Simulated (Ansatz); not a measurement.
Results of rVV10 in Ansatz (PAW) for hcp Zr.

Numerical settings: plane-wave cutoff 520 eV, 18×18×12 k mesh (along the axes of the cell as run), Fermi–Dirac smearing 0.05 eV, scalar-relativistic PAW data made under PBE.

Cell (relaxed at this level):

```xyz
2
Lattice="1.6223 -2.8099 0.0000 1.6223 2.8099 0.0000 0.0000 0.0000 5.1896" Properties=species:S:1:pos:R:3 pbc="T T T"
Zr     1.6223     0.9366     1.2974
Zr     1.6223    -0.9366     3.8922
```

Q: Predict the bulk modulus and pressure derivative B′ of the bulk modulus.

A: 
- bulk modulus: 96.1 GPa
- pressure derivative B′ of the bulk modulus: 3.3

The run finds no gap.

Measured, for comparison: bulk modulus 95.9 GPa (zero-point energy and finite temperature contributions removed, our sources range from 84.3 to 95.9; as tabulated in doi:10.1021/acs.jctc.3c00612). Computed (rounded) less measured: bulk modulus not scored (sources differ).

Note: the bulk modulus comes from volumes at which shape and atoms were relaxed.

Ansatz is an electronic-structure program.
